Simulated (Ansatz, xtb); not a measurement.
A geometry optimisation of C2H6O2+ with r2SCAN-D4/def2-SVP

The starting geometry of this gas-phase doublet was built from a drawn formula by distance geometry and a force field; its bonds are those of `[CH2][OH+]CO`.

| atom | x (Å) | y (Å) | z (Å) |
| --- | --- | --- | --- |
| C | -0.2960 | 0.9547 | 0.8161 |
| C | 1.8940 | 1.3043 | -0.0302 |
| O | 1.0818 | 0.4764 | 0.7545 |
| O | 2.2336 | 0.5877 | -1.1466 |
| H | -0.8546 | 0.8395 | -0.0480 |
| H | -0.5501 | 1.3920 | 1.7820 |
| H | 1.1539 | -0.4305 | 0.3651 |
| H | 2.8521 | 1.5052 | 0.5526 |
| H | 1.4279 | 2.2560 | -0.3111 |
| H | 2.8461 | 1.1243 | -1.7269 |

Where would you expect an optimisation with r2SCAN-D4/def2-SVP to take it?

It loosens into CH3O + CH3O, which stay close as a complex (formulas without charges). Distances that change by over a tenth: C1–O3 (1.46 → 1.31 Å). Contacts that open: C2–O3 (1.40 → 2.58 Å).

The energy falls by 0.99 eV over 28 steps:

| step | E − E(last) (eV) |
| --- | --- |
| 1 | 0.989 |
| 4 | 0.443 |
| 7 | 0.269 |
| 10 | 0.139 |
| 13 | 0.124 |
| 16 | 0.101 |
| 19 | 0.082 |
| 22 | 0.012 |
| 25 | 0.002 |
| 28 | 0.000 |

Final geometry (Å):

```yaml
atoms:
  - { symbol: C, position_ang: [-0.2860, 0.6738, 0.4292] }
  - { symbol: C, position_ang: [2.5577, 1.6271, -0.1281] }
  - { symbol: O, position_ang: [0.6708, 0.6128, 1.3146] }
  - { symbol: O, position_ang: [1.6300, 1.6391, -1.0443] }
  - { symbol: H, position_ang: [-0.6838, -0.2341, -0.0382] }
  - { symbol: H, position_ang: [-0.7032, 1.6663, 0.2478] }
  - { symbol: H, position_ang: [0.9216, -0.3038, 1.5339] }
  - { symbol: H, position_ang: [3.3879, 0.9129, -0.1711] }
  - { symbol: H, position_ang: [2.4930, 2.4154, 0.6246] }
  - { symbol: H, position_ang: [1.8006, 1.0000, -1.7610] }
```

From the same start GFN2-xTB reaches the same bonding as this run.

The end wasn't checked by frequencies. Open shells are spin-unrestricted. Run with Ansatz 0.2.0, 2 min on 2 threads of Arm Neoverse V1, with other jobs on the host.
